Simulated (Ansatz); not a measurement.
A calculation with Ansatz (development build ahead of 0.2.0).

```yaml
crystal:
  periodic: [false, false, false]
  atoms:
    - { symbol: "N", position_ang: [0.25025, -0.00143, -0.0575] }
    - { symbol: "N", position_ang: [1.15155, -0.1663, -0.58097] }
    - { symbol: O, position_ang: [0.23578, 3.34685, 0.75897] }
basis:
  gaussian: { orbitals: def2-SVP }
magnetization:
  spin_polarized: true
  initial_magnetization: 2
hamiltonian:
  xc: pbe0
output:
  forces: true
```

The input is written out in the form of the current development build from the run's settings.

Output:

```yaml
Converged: yes
Total_energy: -184.23469 hartree
Spin_squared_of_the_determinant: 2.002
Stability_test: minimum
```

Forces (eV/Å):
```tsv
atom	Fx	Fy	Fz
N1	-6.947	1.296	4.041
N2	6.946	-1.268	-4.034
O3	0.001	-0.027	-0.007
```

Caution: charge can spread falsely over distant fragments.
